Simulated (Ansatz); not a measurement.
Rutile MnF₂, treated with r²SCAN (Ansatz, a quantum-chemistry and plane-wave program, plane waves, PAW).

Numerical settings: plane-wave cutoff 560 eV, 8×8×10 k mesh (along the axes of the cell as run), Fermi–Dirac smearing 0.01 eV, spin-polarised with opposed moments, scalar-relativistic PAW data made under PBE.

Cell (relaxed at this level):

```cif
data_F4Mn2
_chemical_formula_sum 'Mn2 F4'
_space_group_name_H-M_alt 'P 1'
_space_group_IT_number 1
_cell_length_a 4.86711
_cell_length_b 4.86711
_cell_length_c 3.29367
_cell_angle_alpha 90.000
_cell_angle_beta 90.000
_cell_angle_gamma 90.000
loop_
_space_group_symop_operation_xyz
  'x, y, z'
loop_
_atom_site_label
_atom_site_type_symbol
_atom_site_fract_x
_atom_site_fract_y
_atom_site_fract_z
_atom_site_occupancy
Mn1 Mn 0.00000 0.00000 0.00000 1
Mn2 Mn 0.50000 0.50000 0.50000 1
F1 F 0.30386 0.30386 0.00000 1
F2 F 0.80386 0.19614 0.50000 1
F3 F 0.19614 0.80386 0.50000 1
F4 F 0.69614 0.69614 0.00000 1
```
Starting moments (μB, in the order of the record's atoms Mn Mn F F F F): 5.0 -5.0 0.0 0.0 0.0 0.0.

Question: Estimate the smallest direct gap on the k points sampled, magnetic moment (largest site, within a sphere), band gap and pressure derivative B′ of the bulk modulus that the calculation returns.

Answer: 
* **smallest direct gap on the k points sampled**: 3.04 eV
* **magnetic moment (largest site, within a sphere)**: 4.22 μB
* **band gap**: 3.00 eV (indirect)
* **pressure derivative B′ of the bulk modulus**: 4.8

Measured, for comparison: band gap 9.9 eV (temperature not stated, not corrected to a static lattice, the source doubts the polymorph; as tabulated in Das and Bazhirov (2019), arXiv:1808.05325). Computed (rounded) less measured: band gap not scored (a reference that its source doubts or gives as a wide range).

Note: without U or exact exchange, gaps and moments of open d shells tend to come out too small; the bulk modulus comes from volumes at which shape and atoms were relaxed.

Moments are spin moments.

Static lattice: no zero-point or thermal effects.
